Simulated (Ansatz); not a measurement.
The same path of AlH$_{6}$N (8 atoms, charge 0, multiplicity 1) was run 3 times with different band settings. Lost on the way: Al1–H2, N5–H8. Made: H2–H8.

Computed with RKS B3LYP-D4/cc-pVDZ (Ansatz 0.2.0).

Relaxed end points:

```xyz
8
Properties=species:S:1:pos:R:3
Al 0.022 -0.021 0.158
H 0.100 0.814 1.526
H 1.347 -0.092 -0.746
H -1.396 -0.092 -0.591
N 0.068 -1.972 0.960
H -0.191 -2.679 0.265
H 0.998 -2.224 1.306
H -0.579 -2.080 1.746
```

```xyz
8
Properties=species:S:1:pos:R:3
Al 0.148 -0.571 -0.918
H -0.380 -0.631 3.581
H 1.515 0.132 -1.304
H -1.252 -0.279 -1.602
N 0.186 -1.782 0.404
H -0.610 -2.331 0.720
H 1.023 -2.086 0.896
H -0.261 -0.798 2.845
```

Common settings: spring 5.0 eV/Å²; optimiser quadratic models (default); force threshold 0.05 eV/Å; iteration limit 60; end points relaxed.

| run | movable images | climbing image | start path |
| --- | --- | --- | --- |
| 1 | 5 | yes | through a guess of the saddle point |
| 2 | 8 | no | through a guess of the saddle point |
| 3 | 5 | yes | straight line |

Problem. What does each run give, and how far can it be trusted?

Solution. Run 1: converged after 14 iterations, highest image 1.421 eV above the first end. Neighbouring images differ by up to 1.4 eV, so the band resolves the path poorly. A vibrational analysis at the climbing image gives one clearly imaginary mode, 1258i cm⁻¹: a first-order saddle point.
Run 2: converged after 15 iterations, highest image 1.089 eV above the first end. No image climbed, so the highest image needn't sit at the top of the path.
Run 3: converged after 14 iterations, highest image 1.421 eV above the first end. Neighbouring images differ by up to 1.4 eV, so the band resolves the path poorly. Another band between the same ends (5 images) ends at a top of the same energy, where a vibrational analysis finds 1 clearly imaginary mode.
The orbitals stay closed-shell, which can raise the energy where a bond breaks towards radicals; this wasn't checked here.
